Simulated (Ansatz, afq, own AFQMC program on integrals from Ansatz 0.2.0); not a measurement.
## BGe, quartet: AFQMC among the cluster methods

```xyz
2

Ge    0.0000    0.0000    0.0000
B     0.0000    0.0000    1.9774
```

Basis cc-pVDZ. Only valence electrons are correlated. AFQMC by an in-house program on the Cholesky factors that Ansatz 0.2.0 writes for its CCSD(T) run. ph-AFQMC/CISD is guided by a CISD state made of CCSD amplitudes; releasing the constraint for a short imaginary time cuts its bias at the price of noise, slowly where states lie close. Error bars are statistical, one sigma. No spin–orbit coupling.

Determinant: UHF, the one that the program's search chose, which needn't be the lowest solution. The geometry is a point of a scan.

Full CI on the same integrals is exact in this basis and with this determinant's frozen core.

Cautions: no relativity below Rb; no spin-orbit coupling; inner d shell frozen; lower spins were not checked; raised T1 diagnostic (T1 0.040, weight of the determinant 0.87, largest double 0.09); the released energies are still falling, so no released level is given (meV from the phaseless value at times in 1/Eh: -3 ± 3 at 0.24, -11.4 ± 2.1 at 0.51, -15.8 ± 1.9 at 0.99, -21.2 ± 1.4 at 1.62, -27.1 ± 2.0 at 2.40).

```
T1 diagnostic                               : 0.0401
weight of the determinant in the CISD state : 0.866
⟨S²⟩ of the determinant                     : 3.755
size of the correlated space                : 7 electrons in 26 orbitals
```

```
  level  correlation energy (eV)
    MP2                  -2.8755
   CCSD                  -3.6580
CCSD(T)                  -3.8450
```

Question: Estimate where full CI lies against CCSD(T) on the same integrals.

Answer: 6.3 kJ/mol below CCSD(T).

Reference: full CI, correlation energy -3.910 eV.

```csv
level,E − E(reference) (kJ/mol),share of correlation (%)
CCSD(T),6.3,98.34
CCSDT,1.5,99.59
CCSDT(Q),0.2,99.96
CCSDTQ,0.1,99.98
ph-AFQMC/HF,18.7 ± 2.1,95.05
ph-AFQMC/CISD,3.4 ± 0.4,99.09
```

CCSDT and higher add their correlation energy to the determinant of the CCSD(T) run, since their own runs factorise the integrals more tightly (a shift of under 2 meV). A walk keeps the symmetry of its determinant, which the program's search chose and which needn't be the lowest solution, so a lower state of the same spin and another symmetry isn't excluded.
